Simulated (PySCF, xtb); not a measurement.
C2H7N, SMILES CNC.

GFN2-xTB in xtb 6.7.1 at its own geometry gives an orbital gap of 11.21 eV and a dipole moment of 1.18 D.

The structure is a stationary point at B3LYP-D3(BJ)/def2-TZVP.

Question: What does PySCF with CAM-B3LYP/def2-TZVPD give? (An estimate is asked for; the answer gives what the named calculation found.)

Answer: gap 8.81 eV (levels -7.84 and 0.97 eV), dipole 1.02 D.
